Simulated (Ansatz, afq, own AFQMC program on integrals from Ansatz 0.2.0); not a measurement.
Two steps: Ansatz 0.2.0 writes the Fock matrix and Cholesky factors of the valence space, and afq projects on them the lowest state that overlaps trial and start.

```yaml
crystal:
  periodic: [false, false, false]
  atoms:
    - {symbol: Sc, position_ang: [0.000000, 0.000000, 0.519937]}
    - {symbol: N, position_ang: [0.000000, 0.000000, -1.385381]}
    - {symbol: H, position_ang: [0.000000, 0.827858, -1.969186]}
    - {symbol: H, position_ang: [0.000000, -0.827858, -1.969186]}
basis:
  gaussian: {orbitals: def2-TZVP}
magnetization: {spin_polarized: false}
correlation: {method: ccsd_t, electrons: outside_noble_gas, hamiltonian_folder: ham}
```

```sh
$ ansatz run in.yaml --threads 1 --pin off --events-out ev --progress --plain --max-ram 24576MiB --backend cuda --devices 0, --max-vram 18GiB
```

Options of the walk:

```
--method phaseless --trial hf --walkers 4000 --populations 20 --least-time 40 --time-step 0.005 --steps-per-block 20 --equilibration-blocks 160 --max-blocks 4000 --target-error 0.0009500 --factor-cut 1e-05 --seed 3527 --taylor-order 6
```

Times are imaginary, in 1/Eh. The walk had a cap of 86 s. With eight or more populations the least sampling time is a fifth of least-time, and the error comes from their spread.

Log:

```
orbitals 78  electrons 5 5  factors 616 of 736
reference energy -815.37905280 Eh
CCSD correlation -0.28940746 Eh in 16 cycles, weight of the determinant in the CISD state 0.8448
energy of the start -815.379053 Eh
 block  time / (1/Eh)  mean weight  energy / Eh
     1     0.100  1.0013  -815.463421
     2     0.200  1.0023  -815.513045
     3     0.300  1.0018  -815.546961
     4     0.400  1.0020  -815.570771
     5     0.500  1.0016  -815.591896
     8     0.800  1.0007  -815.623593
    17     1.700  1.0005  -815.656910
    33     3.300  0.9999  -815.668127
    41     4.100  1.0005  -815.674687
    65     6.500  1.0000  -815.680715
    89     8.900  0.9998  -815.685304
   113    11.300  1.0005  -815.687741
   137    13.700  1.0002  -815.687402
   161    16.100  1.0000  -815.684777
   185    18.500  0.9998  -815.695174
   209    20.900  0.9996  -815.679592
   233    23.300  0.9995  -815.684306
   257    25.700  0.9997  -815.683442
   265    26.500  1.0007  -815.702393
   281    28.100  0.9996  -815.685577
   305    30.500  1.0000  -815.685808
   329    32.900  1.0002  -815.680519
error from the spread of 20 populations
energy -815.687772 +/- 0.000964 Eh
(rows thinned)
```

The run passed its tests (sampling time, drift between the halves within three errors, error under three times the target), which doesn't prove that it has relaxed, ending at its cap on processor time.

Against this walk (error 26.2 meV) on the same determinant: CCSD(T) 176.6 meV higher, CCSDT(Q) 141.8 meV higher, a separate phaseless walk with a CISD trial and standard settings 159.2 ± 26.8 meV higher. The error is statistical and leaves out the bias of the constraint. CCSDT(Q) is the surest value here, so the walk's 142 meV below it is most likely the bias of the constraint with this trial, which can have either sign.

Cautions: constraint bias not in the error; no relativity below Rb; outer-core shells of the metal frozen; higher spins were not checked; restricted determinant unstable towards unrestricted (UHF 86 meV lower, ⟨S²⟩ 0.45).

The walk took 86 s on 1 × NVIDIA H100 80GB HBM3 with 2 threads of AMD EPYC 7R13 Processor (Zen 3) (shared host) (the card was shared). The log's last line is the phaseless energy.

CCSDT and higher add their correlation energy to the determinant of the CCSD(T) run, since their own runs factorise the integrals more tightly (a shift of under 2 meV). A walk keeps the symmetry of its determinant, which the program's search chose and which needn't be the lowest solution, so a lower state of the same spin and another symmetry isn't excluded.
